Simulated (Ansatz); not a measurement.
**AlMgH3 (singlet): wave-function methods side by side at distance Mg2–H5 = 2.141 Å, 6-31G**

Aim: climb from Hartree-Fock through coupled cluster and multireference methods for AlMgH3 (singlet) at one geometry and basis, and see what each rung misses.

Method: 6-31G, core rule «outside noble gas», up to 10 orbitals frozen; program: Ansatz 0.2.0, Gaussian basis.

The runs, in order: UHF; CCSD(T) on RHF; BCCD(T) on RHF; CISD; CCSDT(Q) on RHF; CCSDTQ on RHF; CASSCF and MRCISD+Q, 2 electrons in 2 orbitals; CASSCF and NEVPT2, 2 electrons in 2 orbitals; CASSCF and MRCISD+Q, 8 electrons in 11 orbitals; CASSCF and NEVPT2, 8 electrons in 11 orbitals; Full CI.

28 further runs of the same task are left out: 1 for a known fault of the program, 17 that didn't finish, 10 set aside as unsound or not needed. Runs told in other sessions of the task aren't counted.

## 1. The system

The geometry derives from a PBE0/def2-TZVP stationary point (not a proven minimum). One bond is set to the value named and the two fragments are kept rigid.

5 atoms, charge 0, spin multiplicity 1.

Atoms are counted from 1 here; the program's logs count them from 0.

Bond lengths: Al1–H3 1.602 Å, Al1–H4 1.602 Å, Mg2–H5 2.141 Å. Angles: H3–Al1–H4 113.1°.

## 2. UHF

Contents of in.yaml:

```yaml
crystal:
  periodic: [false, false, false]
  atoms:
    - {symbol: Al, position_ang: [0.000000, 0.000000, 1.284473]}
    - {symbol: Mg, position_ang: [0.000000, 0.000000, -1.456489]}
    - {symbol: H, position_ang: [0.000000, 1.336907, 2.167262]}
    - {symbol: H, position_ang: [0.000000, -1.336907, 2.167262]}
    - {symbol: H, position_ang: [0.000000, 0.000000, -3.597489]}
basis:
  gaussian: {orbitals: 6-31G}
magnetization: {spin_polarized: true, initial_magnetization: 0}
hamiltonian: {xc: hf}
output: {orbitals: {seedname: orbitals}}
```

On the command line:

```
$ ansatz run in.yaml --threads 1 --pin off --events-out ev --progress --plain --max-ram 2393MiB
```

Further steps of the session: CCSD(T) on RHF; BCCD(T) on RHF; CISD; CCSDT(Q) on RHF; CCSDTQ on RHF; CASSCF and MRCISD+Q, 2 electrons in 2 orbitals; CASSCF and NEVPT2, 2 electrons in 2 orbitals; CASSCF and MRCISD+Q, 8 electrons in 11 orbitals; CASSCF and NEVPT2, 8 electrons in 11 orbitals; Full CI.

**Question.** What will the summary of the whole plan be? Wanted: FCI from the RHF energy; RMP2 from FCI; RCCSD from FCI; RCCSD(T) from FCI; RCCSDT(Q) from FCI; NEVPT2 pair from FCI; NEVPT2 valence from FCI; MRCISD+Q valence from FCI; T1 diagnostic.

The runs gave:

```
                         quantity                                                                            value
          FCI from the RHF energy                                                                       -2.3614 eV
                    RMP2 from FCI                                                                     +75.8 kJ/mol
                   RCCSD from FCI                                                                      +5.6 kJ/mol
                RCCSD(T) from FCI                                                                      +2.0 kJ/mol
               RCCSDT(Q) from FCI                                                                      +0.1 kJ/mol
             NEVPT2 pair from FCI                                                                     +57.5 kJ/mol
          NEVPT2 valence from FCI                                                                     +13.8 kJ/mol
        MRCISD+Q valence from FCI                                                                      +0.9 kJ/mol
levels within 1 kcal/mol (43 meV)  RCCSD(T), BCCD(T), RCCSDT, RCCSDT(Q), RCCSDTQ, MRCISD valence, MRCISD+Q valence
                    T1 diagnostic                                                                            0.018
   effectively unpaired electrons                                                                             0.07
```

**Reading.** RCCSD(T) lands +2.0 kJ/mol from the yardstick (0.9 % of the correlation energy). One determinant dominates. Of the multireference levels listed MRCISD+Q valence comes nearest in total energy (+0.9 kJ/mol), which doesn't show that its space is the better one. These misses are within one basis, not against nature.
